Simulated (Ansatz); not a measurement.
## A relaxation, step by step

SiH₂O₂, singlet, PBE0-D4/def2-TZVP (Ansatz 0.2.0). Settings:

```yaml
hamiltonian: {xc: pbe0, dispersion: d4}
relax: {f_tol: 0.005, max_steps: 200}
```

Start, a step off a saddle point along its unstable mode:

```
5
angstrom
H -0.3613 -0.3096 -0.6039
O -0.1632 -1.2351 -0.6174
Si 0.4440 -0.7828 0.8407
O -0.2301 0.7888 0.2695
H 0.3108 1.5388 0.1111
```

```
              step  energy less the last (meV)  largest force component (eV/Å)
                 1                      1526.8                           3.919
                 2                      1019.6                           1.794
                 3                       677.1                           2.885
                 4                       274.4                           0.798
                 5                        83.0                           0.629
                 6                        34.8                           0.704
7 (rejected trial)                        64.8                           0.557
                 8                         4.5                           0.263
                 9                         0.9                           0.136
                10                         0.0                           0.026
                11                         0.0                           0.005
```

Step 2, positions (Å) and forces (eV/Å):

```json
{"atom": "H1", "x": "-0.378", "y": "-0.353", "z": "-0.703", "Fx": "-0.874", "Fy": "-0.760", "Fz": "-1.794"}
{"atom": "O2", "x": "-0.191", "y": "-1.335", "z": "-0.581", "Fx": "0.418", "Fy": "0.260", "Fz": "0.843"}
{"atom": "Si3", "x": "0.458", "y": "-0.737", "z": "0.814", "Fx": "-0.312", "Fy": "0.626", "Fz": "-0.213"}
{"atom": "O4", "x": "-0.217", "y": "0.820", "z": "0.273", "Fx": "0.787", "Fy": "-0.206", "Fz": "0.870"}
{"atom": "H5", "x": "0.329", "y": "1.606", "z": "0.198", "Fx": "-0.019", "Fy": "0.080", "Fz": "0.295"}
```

Step 6, positions (Å) and forces (eV/Å):

```
atom       x       y       z      Fx      Fy      Fz
  H1  -0.595  -0.913  -1.194  -0.093  -0.251   0.290
  O2  -0.277  -1.406  -0.419  -0.083   0.177  -0.704
 Si3   0.492  -0.504   0.701   0.143   0.385   0.544
  O4   0.048   1.025   0.208  -0.024  -0.074  -0.122
  H5   0.333   1.798   0.704   0.057  -0.237  -0.007
```

Step 9, positions (Å) and forces (eV/Å):

```tsv
atom	x	y	z	Fx	Fy	Fz
H1	-0.651	-0.924	-1.173	0.052	-0.078	0.080
O2	-0.209	-1.397	-0.456	-0.024	0.136	-0.035
Si3	0.455	-0.480	0.738	-0.038	-0.025	-0.064
O4	0.062	1.033	0.168	0.055	0.063	0.124
H5	0.344	1.768	0.723	-0.045	-0.097	-0.104
```

Last step (11):

| atom | x (Å) | y (Å) | z (Å) |
| --- | --- | --- | --- |
| H1 | -0.6515 | -0.9287 | -1.1761 |
| O2 | -0.2088 | -1.3922 | -0.4565 |
| Si3 | 0.4546 | -0.4820 | 0.7383 |
| O4 | 0.0594 | 1.0321 | 0.1761 |
| H5 | 0.3463 | 1.7708 | 0.7183 |

Hardware: 2 CPU threads of an Arm Neoverse V1, shared host. Wall time about 15 s.
